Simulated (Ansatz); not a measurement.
`O=c1occo1`, relaxed with RKS PBE-D4/def2-SVP in Ansatz from a rough embedded geometry. The force threshold is 0.03 eV/Å; the program also tests the step.

Total charge 0; spin multiplicity 1.

Start:

```xyz
8

O     1.093    1.000   -1.994
C     0.521    0.534   -1.017
O     0.329    1.253    0.182
C    -0.236    0.191    0.953
C    -0.411   -0.859    0.312
O     0.045   -0.789   -0.994
H    -0.496    0.506    1.951
H    -0.844   -1.836    0.608
```

(1) By how much does the energy fall, and how many steps does the optimiser take? (Estimate.)

(2) Which bonds change most? (An estimate is asked.)

(3) Give the relaxed structure. (Estimate.)

Answers

(1) Computed: 0.76 eV, in 6 steps.

(2) The calculation gave: C4–C5 from 1.242 to 1.348 Å; O3–C4 from 1.430 to 1.379 Å; O1–C2 from 1.225 to 1.196 Å; C2–O3 from 1.411 to 1.383 Å.

(3) Computed: 
```xyz
8

O     1.069    1.034   -2.025
C     0.560    0.542   -1.061
O     0.348    1.159    0.159
C    -0.262    0.244    0.991
C    -0.427   -0.910    0.314
O     0.075   -0.750   -0.960
H    -0.506    0.564    2.007
H    -0.856   -1.882    0.573
```
